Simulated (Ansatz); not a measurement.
**Si2 (quintet): from Hartree-Fock to the top rungs, aug-cc-pVTZ**

An exercise on one series of results from a longer session: the logs are not shown, and one member is left open.

Computed with Ansatz 0.2.0, Gaussian basis. Level: aug-cc-pVTZ, core rule «outside noble gas», up to 10 orbitals frozen.

To be run: UHF; CCSD(T) on ROHF; CCSD(T) on UHF; BCCD(T) on ROHF; CCSDT(Q) on ROHF; CCSDT(Q) on UHF; CASSCF and MRCISD+Q, 8 electrons in 8 orbitals; CASSCF and MRCISD+Q(relaxed), 8 electrons in 8 orbitals; CASSCF and NEVPT2, 8 electrons in 8 orbitals.

5 further runs of the same task are left out: 5 set aside as unsound or not needed.

**The system**

The geometry is a PBE0/def2-TZVPD stationary point (not a proven minimum) of the parent state, kept for this charge and spin.

2 atoms, charge 0, spin multiplicity 5.

Atoms are counted from 1 here; the program's logs count them from 0.

Bond lengths: Si1–Si2 2.398 Å.

The first run:

File in.yaml:

```yaml
crystal:
  periodic: [false, false, false]
  atoms:
    - {symbol: Si, position_ang: [0.000000, 0.000000, 0.000000]}
    - {symbol: Si, position_ang: [0.000000, 0.000000, 2.397800]}
basis:
  gaussian: {orbitals: aug-cc-pVTZ}
magnetization: {spin_polarized: true, initial_magnetization: 4}
hamiltonian: {xc: hf}
output: {orbitals: {seedname: orbitals}}
```

Command:

```console
$ ansatz run in.yaml --threads 1 --pin off --events-out ev --progress --plain --max-ram 2816MiB --backend cpu
```

Steps of the session up to this table: UHF; CCSD(T) on ROHF; CCSD(T) on UHF; BCCD(T) on ROHF; CCSDT(Q) on ROHF; CCSDT(Q) on UHF; CASSCF and MRCISD+Q, 8 electrons in 8 orbitals; CASSCF and MRCISD+Q(relaxed), 8 electrons in 8 orbitals; CASSCF and NEVPT2, 8 electrons in 8 orbitals.

One of the session's tables, all rows but one given; the rest of the session is left out.

| method | from UCCSDT(Q) (meV) |
| --- | --- |
| ROHF | +5174.3 |
| UHF | +5079.0 |
| RMP2 | +1106.1 |
| UMP2 | +1135.2 |
| RCCSD | +371.5 |
| UCCSD | ? |
| RCCSD(T) | +75.5 |
| UCCSD(T) | +73.8 |
| BCCD(T) | +74.7 |
| RCCSDT | +24.0 |
| UCCSDT | +21.3 |
| RCCSDT(Q) | +2.7 |
| UCCSDT(Q) | 0 |
| CASSCF valence | +4073.4 |
| NEVPT2 valence | +931.9 |
| MRCISD valence | +411.8 |
| MRCISD+Q valence | +35.5 |
| MRCISD+Q(relaxed) valence | +10.0 |

**Question.** Estimate the row for UCCSD.

The run gave: from UCCSDT(Q) (meV): +365.4. In the column «from UCCSDT(Q) (meV)» it lies between RCCSD(T) (+75.5) and RCCSD (+371.5).

Among the levels timed on like hardware and quicker than the yardstick, those that no quicker one beats, quickest first: NEVPT2 valence (2.3 s, +931.9 meV); RCCSD(T) (3 s, +75.5 meV); MRCISD+Q valence (3 s, +35.5 meV); MRCISD+Q(relaxed) valence (3.2 s, +10.0 meV).

To keep in mind: Of the multireference levels listed MRCISD+Q(relaxed) valence comes nearest in total energy (+10.0 meV), which doesn't show that its space is the better one. Restricted and unrestricted rows rest on different reference determinants; where their highest levels disagree by more than a few hundredths of an eV, they describe different states and don't form one ladder.
